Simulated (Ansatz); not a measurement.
Input for Ansatz (development build ahead of 0.2.0):

```yaml
crystal:
  periodic: [false, false, false]
  atoms:
    - { symbol: C, position_ang: [0.0, 0.0, -0.19399] }
    - { symbol: H, position_ang: [0.0, 0.93084, 0.58198] }
    - { symbol: H, position_ang: [0.0, -0.93084, 0.58198] }
basis:
  gaussian: { orbitals: cc-pVDZ }
hamiltonian:
  xc: hf
correlation:
  method: mp2
  frozen_orbitals: { C: 1, H: 0 }
```

The input is written out in the form of the current development build from the run's settings.

Output:

```json
{
  "Converged": "yes",
  "Reference energy": "-38.87011 hartree",
  "Correlation energy": "-0.11357 hartree",
  "Total energy": "-38.98368 hartree",
  "Spin squared of the determinant": "0.000"
}
```

Caution: in another basis set an unrestricted determinant lies well below; another spin multiplicity may lie lower.
